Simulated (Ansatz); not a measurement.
**HCl with H₂S: structure and interaction energy**

How do HCl and H₂S sit together, how strongly do they interact, and which methods get it right?

The runs use Ansatz 0.2.0, Gaussian basis; PBE0-D4 structure, single points in def2-TZVPPD.

Levels: PBE-D4, revPBE-D4, BLYP-D4, r2SCAN-D4, B97M-V, PBE0-D4, B3LYP-D4, HSE06-D4, wB97X-V, wB97M-V, B2PLYP, Hartree-Fock, MP2, CCSD, CCSD(T). The reference is CCSD(T) extrapolated to the basis limit.

Correlated methods freeze the cores. B3LYP uses VWN-RPA correlation. B2PLYP carries no dispersion term here.

176 further runs of the same task are left out: 176 set aside as unsound or not needed.

## Step 1: The starting structure

The pair, from a GFN2-xTB docking trial: 5 atoms, charge 0, spin multiplicity 1.

Atoms are counted from 1 here; the program's logs count them from 0.

Bond lengths: Cl1–H2 1.281 Å, S3–H4 1.328 Å, S3–H5 1.327 Å. Angles: H4–S3–H5 92.5°.

Geometry (Å):

```xyz
5
charge 0, multiplicity 1
Cl   -0.1685    0.3010   -2.1933
H     0.2483   -0.6763   -1.4784
S    -0.2748   -0.3649    1.4934
H     0.8875    0.2635    1.6217
H    -0.6924    0.4768    0.5567
```

Atoms 1 to 2 are fragment A (HCl), the rest fragment B (H₂S).

## Step 2: A first relaxation in a small basis

pre/in.yaml reads:

```yaml
crystal:
  periodic: [false, false, false]
  atoms:
    - {symbol: Cl, position_ang: [-0.168500, 0.301000, -2.193300]}
    - {symbol: H, position_ang: [0.248300, -0.676300, -1.478400]}
    - {symbol: S, position_ang: [-0.274800, -0.364900, 1.493400]}
    - {symbol: H, position_ang: [0.887500, 0.263500, 1.621700]}
    - {symbol: H, position_ang: [-0.692400, 0.476800, 0.556700]}
basis:
  gaussian: {orbitals: def2-SVP}
hamiltonian: {xc: pbe, dispersion: d4}
relax: {f_tol: 0.03, max_steps: 250}
```

On the command line:

```bash
$ ansatz run in.yaml --threads 2 --pin off --events-out ev --progress --plain --max-ram 5222MiB
```

The runs that follow: Relaxation at PBE0-D4; PBE-D4/def2-TZVPPD; r2SCAN-D4/def2-TZVPPD; PBE0-D4/def2-TZVPPD; B3LYP-D4/def2-TZVPPD; wB97X-V/def2-TZVPPD; wB97M-V/def2-TZVPPD; B2PLYP/def2-TZVPPD; BLYP-D4/def2-TZVPPD; revPBE-D4/def2-TZVPPD; B97M-V/def2-TZVPPD; HSE06-D4/def2-TZVPPD; CCSD(T)/def2-TZVPPD; MP2/def2-QZVPPD; Hartree-Fock/STO-3G; PBE-D4/STO-3G; B3LYP-D4/6-31G; SPW92/def2-SVP; PBE-D4/def2-SVP; PBE0-D4/def2-SVP; wB97M-V/def2-SVP; CCSD(T)/def2-SVP; Vibrations of the pair.

**Question.** What will these runs give? Wanted: interaction energy, CCSD(T)/CBS; of it Hartree-Fock; D4 term of PBE0-D4; shortest contact; lowest wavenumber.

**Answer**, as computed:

| quantity | value |
| --- | --- |
| interaction energy, CCSD(T)/CBS | -3.26 kcal/mol |
| of it Hartree-Fock (basis limit) | -0.41 kcal/mol |
| D4 term of PBE0-D4 | -0.71 kcal/mol |
| shortest contact | H2–S3 2.35 Å |
| lowest wavenumber | 108 cm⁻¹ |

The pair is bound by 3.26 kcal/mol at fixed fragment shapes. Hartree-Fock gives 13 % of it, so correlation, mostly dispersion, leads. wB97M-V is the best functional here (-0.05 kcal/mol from CCSD(T)/CBS); PBE-D4 is the worst (-1.72 kcal/mol). Mean unsigned error by rung: GGA 1.25, meta-GGA 0.75, hybrid 0.99, screened hybrid 1.24, range-separated hybrid 0.12, double hybrid 0.29 kcal/mol. PBE-D4 gives an interaction energy 1.72 kcal/mol too low, an error of 53 % of the reference. CCSD(T) moves by -0.54 kcal/mol from triple zeta to the limit; gaps between functionals far smaller than that don't rank them. A lower arrangement may exist.
